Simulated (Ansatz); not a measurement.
# AlSiH₄ (doublet): the correlation ladder at distance Al1–H4 along a hydrogen transfer = 1.919 Å, cc-pVDZ

The task here is to estimate one member of a computed series from the others.

Computed with Ansatz 0.2.0, Gaussian basis. Level: cc-pVDZ, core rule «outside noble gas», up to 10 orbitals frozen.

The runs, in order: UHF; CCSD(T) on ROHF; CCSD(T) on UHF; BCCD(T) on ROHF; CISD; CCSDT(Q) on ROHF; CCSDT(Q) on UHF; CASSCF and MRCISD+Q, 3 electrons in 3 orbitals; CASSCF and NEVPT2, 3 electrons in 3 orbitals; CASSCF and NEVPT2, 9 electrons in 9 orbitals.

9 further runs of the same task are left out: 2 for a mislabelled method, 4 that didn't finish, 3 set aside as unsound or not needed.

**What is computed**

The geometry derives from fragments relaxed apart (PBE0/def2-TZVP) and kept rigid, so it is no stationary point. A hydrogen atom is moved between rigid fragments.

6 atoms, charge 0, spin multiplicity 2.

Atoms are counted from 1 here; the program's logs count them from 0.

Bond lengths: Al1–H2 1.586 Å, Al1–H3 1.586 Å, Al1–H4 1.919 Å, H4–Si5 1.573 Å, Si5–H6 1.532 Å. Angles: H2–Al1–H3 120.0°, H2–Al1–H4 120.0°, H3–Al1–H4 120.0°, Al1–H4–Si5 180.0°, H4–Si5–H6 105.0°.

Set-up of the first run:

The input, in.yaml:

```yaml
crystal:
  periodic: [false, false, false]
  atoms:
    - {symbol: Al, position_ang: [-1.731502, 0.025233, 0.000000]}
    - {symbol: H, position_ang: [-2.524425, 1.398618, 0.000000]}
    - {symbol: H, position_ang: [-2.524426, -1.348151, 0.000000]}
    - {symbol: H, position_ang: [0.187498, 0.025233, 0.000000]}
    - {symbol: Si, position_ang: [1.760498, 0.025233, 0.000000]}
    - {symbol: H, position_ang: [2.156933, -1.454280, 0.000000]}
basis:
  gaussian: {orbitals: cc-pVDZ}
magnetization: {spin_polarized: true, initial_magnetization: 1}
hamiltonian: {xc: hf}
output: {orbitals: {seedname: orbitals}}
```

Run with:

```
$ ansatz run in.yaml --threads 1 --pin off --events-out ev --progress --plain --max-ram 2393MiB
```

Steps of the session up to this table: UHF; CCSD(T) on ROHF; CCSD(T) on UHF; BCCD(T) on ROHF; CISD; CCSDT(Q) on ROHF; CCSDT(Q) on UHF; CASSCF and MRCISD+Q, 3 electrons in 3 orbitals; CASSCF and NEVPT2, 3 electrons in 3 orbitals; CASSCF and NEVPT2, 9 electrons in 9 orbitals.

One of the session's tables, all rows but one given; the rest of the session is left out.

| method | from UCCSDT(Q) (meV) |
| --- | --- |
| ROHF | +5833.2 |
| UHF | +5724.3 |
| RMP2 | +1437.8 |
| UMP2 | +1460.0 |
| CISD | +714.9 |
| RCCSD | +209.5 |
| UCCSD | +206.7 |
| RCCSD(T) | +56.4 |
| UCCSD(T) | +57.2 |
| BCCD(T) | +57.4 |
| RCCSDT | +10.7 |
| UCCSDT | ? |
| RCCSDT(Q) | +1.6 |
| UCCSDT(Q) | 0 |
| NEVPT2 pair | +1440.3 |
| CASSCF frontier | +4114.3 |
| NEVPT2 frontier | +1268.6 |

**Question.** Estimate the row for UCCSDT.

The run gave: from UCCSDT(Q) (meV): +10.6. In the column «from UCCSDT(Q) (meV)» it lies between RCCSDT(Q) (+1.6) and RCCSDT (+10.7).

Left out of the table: CASSCF pair, MRCISD pair, MRCISD+Q pair (the active space lost an orbital or holds another state than full CI finds).

To keep in mind: Restricted and unrestricted rows rest on different reference determinants; where their highest levels disagree by more than a few hundredths of an eV, they describe different states and don't form one ladder. Warnings in the runs' records: passed over end.
